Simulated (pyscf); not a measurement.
Structures and frequencies: ωB97X-D3(BJ)/def2-SVP in PySCF.

Q: Estimate by transition-state theory the rate constant of H₂B–OH (SMILES BO) + H₂ (SMILES [H][H]) -> BH₃ (SMILES B) + H₂O (SMILES O) (singlet surface; B–O, H–H broken, B–H, H–O formed) at 1200 K, with ωB97M-D3(BJ)/def2-TZVP energies (ideal gas, 1 atm, RRHO with modes under 100 cm⁻¹ raised to 100, one conformer, R ln 2 for chiral ones without a mode under 150 cm⁻¹; no tunnelling).

A: The electronic barrier is 38.9 kcal/mol and the thermal terms add +37.1, so ΔG‡ = 75.9 kcal/mol. With k_BT/h = 2.50e+13 s⁻¹ and RT = 2.385 kcal/mol, and a volume of 1.64e-19 cm³ per molecule at 1 atm, k = 6.1e-20 cm³ molecule⁻¹ s⁻¹. Wigner's tunnelling factor for 1402i cm⁻¹ would be 1.12. A shift of 1 kcal/mol in the barrier changes k by a factor 1.5. On the product side the descent ends in an adduct with a B–O contact, 16.4 kcal/mol under the separated species and 23.6 kcal/mol under the saddle at ωB97X-D3(BJ)/def2-TZVP. What is counted as broken (B–O) persists as a longer contact in the product adduct; parting that adduct is a step of its own. At the saddle there is also a short B–H contact that neither side keeps. The same reactants have a lower exit, to H₂B–OH + H₂ (barrier +28.7 kcal/mol at ωB97M-D3(BJ)/def2-TZVP, against +38.9 kcal/mol here). This is the saddle that the search found; another between the same sides may lie lower.
